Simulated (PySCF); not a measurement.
Molecule (SMILES): N#[N+][O-].
Geometry (B3LYP-D3(BJ)/def2-TZVP, fixed):
```xyz
3

N      0.0000     0.0000    -1.1943
N      0.0000     0.0000    -0.0734
O      0.0000     0.0000     1.1093
```

Basis-set convergence of the mean static polarisability at PBE0 with PySCF. All functions are spherical. Density fitting with generated auxiliary sets. No added dispersion term, no relativity. Reference: the value in d-aug-cc-pVTZ, 19.30 bohr³, itself unsure by roughly 0.2 % (its mean distance from aug-pcseg-3, aug-cc-pVQZ, aug-pcseg-2).

```tsv
basis	functions	mean static polarisability (bohr³)
STO-3G	15	(withheld)
6-31G	27	13.40
def2-SVP	42	13.90
6-31+G*	54	16.92
6-311G**	54	(withheld)
6-311+G**	66	16.68
Sadlej pVTZ	72	(withheld)
pcseg-2	90	17.16
def2-TZVPP	93	16.91
d-aug-cc-pVDZ	96	19.29
6-311++G(3df,3pd)	117	18.78
jun-cc-pV(T+d)Z	117	19.18
aug-pcseg-2	138	19.22
cc-pVQZ	165	17.52
def2-QZVPP	171	(withheld)
d-aug-cc-pVTZ	186	19.30
def2-QZVPPD	192	19.21
aug-cc-pVQZ	240	19.27
```

Question: Complete the blanks.

Answer: 
- STO-3G, mean static polarisability (bohr³): 7.30
- 6-311G**, mean static polarisability (bohr³): 14.33
- Sadlej pVTZ, mean static polarisability (bohr³): 19.12
- def2-QZVPP, mean static polarisability (bohr³): 18.00
